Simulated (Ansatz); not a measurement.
Results of LDA (plane waves, PAW; Ansatz, a program for electronic structure) for fcc Pb.

A relaxed, unreconstructed slab of the (110) face has 8 atoms, two equal faces of 16.849 Å² each and an energy of -92817.8113 eV. A bulk cell of 2 atoms with the same orientation and in-plane k mesh has -23204.7133 eV. Energies are extrapolated to zero smearing.

Run with plane-wave cutoff 500 eV, 12×16×1 k mesh (along the axes of the cell as run), Fermi–Dirac smearing 0.1 eV, scalar-relativistic PAW data made under PBE.

Worked out: γ = (E_slab − N E_bulk per atom)/2A = [-92817.8113 − 8 × (-23204.7133/2)]/(2 × 16.849) = 0.0309 eV/Å². With 16.022 J/m² per eV/Å² this is 0.50 J/m², or 0.52 eV per surface cell and face.
